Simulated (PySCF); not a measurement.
# O3 (SMILES O=[O+][O-]) at SVWN5/STO-6G

Aim: the vertical ionisation energy of O3 at SVWN5/STO-6G, from 2 runs. Input form: a Python script.

The results are computed with PySCF 2.14.0.

17 further runs of the same task are left out: 8 that didn't finish, 9 set aside as unsound or not needed.

### Step 1. The structure to begin with

The species is O3 (3 atoms), meant as a singlet with charge 0. As SMILES, `O=[O+][O-]`. The coordinates come from a PBE0-D4/def2-TZVP relaxation.

Bond lengths: O1–O2 1.238 Å, O2–O3 1.238 Å. Angles: O1–O2–O3 118.4°.

### Step 2. A single-point energy at SVWN5/STO-6G

Contents of calc.py:

```python
# O=[O+][O-]
from pyscf import gto, dft

mol = gto.M(
    atom=[
    ('O', (0.848700, -0.535900, 0.409500)),
    ('O', (-0.228900, -0.317600, -0.159400)),
    ('O', (-0.619800, 0.853500, -0.250100)),
],
    charge=0,
    basis='sto-6g',
    verbose=4,
    spin=0,
    max_memory=1860,
)

myscf = dft.RKS(mol)
myscf.xc = 'svwn'
myscf.conv_tol = 1e-10
myscf.grids.level = 5
myscf.kernel()
if not myscf.converged:
    myscf = myscf.newton().run(myscf.mo_coeff, myscf.mo_occ)

etot = myscf.e_tot
print('E(%s) = %.9f' % ('SVWN5', etot))
```

Run with:

```console
OMP_NUM_THREADS=1 python calc.py
```

What it wrote:

```text
PySCF version 2.14.0

[INPUT] num. atoms = 3
[INPUT] num. electrons = 24
[INPUT] charge = 0
[INPUT] spin (= nelec alpha-beta = 2S) = 0
[INPUT] symmetry False subgroup None
[INPUT] Mole.unit = angstrom
[INPUT] Symbol           X                Y                Z      unit          X                Y                Z       unit  Magmom
[INPUT]  1 O      0.848700000000  -0.535900000000   0.409500000000 AA    1.603810561918  -1.012704230154   0.773842848009 Bohr   0.0
[INPUT]  2 O     -0.228900000000  -0.317600000000  -0.159400000000 AA   -0.432558309913  -0.600177017162  -0.301222344256 Bohr   0.0
[INPUT]  3 O     -0.619800000000   0.853500000000  -0.250100000000 AA   -1.171252252005   1.612881247316  -0.472620503754 Bohr   0.0

nuclear repulsion = 70.6416483617444
number of shells = 9
number of NR pGTOs = 90
number of NR cGTOs = 15
basis = sto-6g
ecp = {}

******** <class 'pyscf.dft.rks.RKS'> ********
method = RKS
initial guess = minao
damping factor = 0
level_shift factor = 0
DIIS = <class 'pyscf.scf.diis.CDIIS'>
diis_start_cycle = 1
diis_space = 8
diis_damp = 0
SCF conv_tol = 1e-10
SCF conv_tol_grad = None
SCF max_cycles = 50
direct_scf = True
direct_scf_tol = 1e-13
XC library pyscf.dft.libxc version 7.0.0
    S. Lehtola, C. Steigemann, M. J.T. Oliveira, and M. A.L. Marques.,  SoftwareX 7, 1–5 (2018)
XC functionals = svwn
    P. A. M. Dirac.,  Math. Proc. Cambridge Philos. Soc. 26, 376 (1930)
    F. Bloch.,  Z. Phys. 57, 545 (1929)
    S. H. Vosko, L. Wilk, and M. Nusair.,  Can. J. Phys. 58, 1200 (1980)
radial grids:
    Treutler-Ahlrichs [JCP 102, 346 (1995); DOI:10.1063/1.469408] (M4) radial grids

becke partition: Becke, JCP 88, 2547 (1988); DOI:10.1063/1.454033
pruning grids: <function nwchem_prune>
grids dens level: 5
symmetrized grids: False
atomic radii adjust function: <function treutler_atomic_radii_adjust>
small_rho_cutoff = 0
Set gradient conv threshold to 1e-05
Initial guess from minao.
tot grids = 128936
init E= -223.623545228238
  HOMO = -0.249400469973834  LUMO = -0.1426102217443  gap/eV = 2.90591
cycle= 1 E= -222.711658009812  delta_E= 0.912  |g|= 0.775  |ddm|= 2.93
  HOMO = -0.0591838053037106  LUMO = -0.0461538009081973  gap/eV = 0.35456
cycle= 2 E= -222.381375273424  delta_E= 0.33  |g|= 1.23  |ddm|= 2.27
  HOMO = -0.101988667064292  LUMO = -0.051270624197982  gap/eV = 1.38011
cycle= 3 E= -222.864432572665  delta_E= -0.483  |g|= 0.101  |ddm|= 1.61
  HOMO = -0.103811560318332  LUMO = -0.055588322458348  gap/eV = 1.31222
cycle= 4 E= -222.867000340899  delta_E= -0.00257  |g|= 0.0112  |ddm|= 0.0946
  HOMO = -0.104175419649714  LUMO = -0.0563068811669593  gap/eV = 1.30257
cycle= 5 E= -222.866453491217  delta_E= 0.000547  |g|= 0.0432  |ddm|= 0.0588
  HOMO = -0.104409289416229  LUMO = -0.0565341550848363  gap/eV = 1.30275
cycle= 6 E= -222.867037209209  delta_E= -0.000584  |g|= 0.00127  |ddm|= 0.0496
  HOMO = -0.104368607220402  LUMO = -0.056541204358811  gap/eV = 1.30145
cycle= 7 E= -222.867037626157  delta_E= -4.17e-07  |g|= 4.18e-05  |ddm|= 0.00121
  HOMO = -0.104368583670277  LUMO = -0.0565400359242593  gap/eV = 1.30148
cycle= 8 E= -222.867037626697  delta_E= -5.4e-10  |g|= 6.04e-06  |ddm|= 5.69e-05
  HOMO = -0.104368594519284  LUMO = -0.0565400851084454  gap/eV = 1.30148
cycle= 9 E= -222.867037626707  delta_E= -1.02e-11  |g|= 4.56e-07  |ddm|= 6.52e-06
  HOMO = -0.104368576213177  LUMO = -0.0565401052568744  gap/eV = 1.30148
Extra cycle  E= -222.867037626707  delta_E= 3.98e-13  |g|= 1.07e-06  |ddm|= 1.47e-06
converged SCF energy = -222.867037626707
E(SVWN5) = -222.867037627
```

Run time: 1.8 s. Hardware: 1 thread of Arm Neoverse V1, shared host; peak memory 0.13 GiB.

### Step 3. The doublet cation at the same level

Contents of run.py:

```python
from pyscf import gto, dft

mol = gto.M(
    atom='''
O    0.848700  -0.535900   0.409500
O   -0.228900  -0.317600  -0.159400
O   -0.619800   0.853500  -0.250100
''',
    max_memory=1860,
    basis='sto-6g',
    charge=1,
    spin=1,
    verbose=3,
)

myscf = dft.UKS(mol, xc='svwn')
myscf.grids.level = 5
myscf.conv_tol = 1e-10
myscf.kernel()
if not myscf.converged:
    myscf = myscf.newton().run(myscf.mo_coeff, myscf.mo_occ)

energy = myscf.e_tot
print('E = %.10f Eh' % energy)
```

Run with:

```console
OMP_NUM_THREADS=1 python run.py
```

What it wrote:

```text
converged SCF energy = -222.525227740491  <S^2> = 0.75140714  2S+1 = 2.0014066
E = -222.5252277405 Eh
```

It took 2.8 s on 1 thread of Arm Neoverse V1, shared host; peak memory 0.13 GiB.

### Step 4. Summary of results

At SVWN5/STO-6G:

```
                                          quantity          value
                          singlet O3: total energy  -222.86704 Eh
                         singlet O3: dipole moment         0.35 D
                           singlet O3: HOMO energy       -2.84 eV
                           singlet O3: LUMO energy       -1.54 eV
                         singlet O3: HOMO–LUMO gap        1.30 eV
                      doublet cation: total energy  -222.52523 Eh
doublet cation: HOMO energy (highest over α and β)      -16.32 eV
 doublet cation: LUMO energy (lowest over α and β)      -15.72 eV
                              doublet cation: ⟨S²⟩          0.751
vertical ionisation energy (to the doublet cation)       9.301 eV
```

In words: The vertical ionisation energy comes to 9.30 eV (897 kJ/mol). −ε(HOMO) before ionisation, 2.84 eV, is 6.46 eV below this ionisation energy. In a minimal basis such a difference can be off by several eV, whatever the method. Mulliken charges (singlet O3) run from -0.07 on O1 to +0.15 on O2.
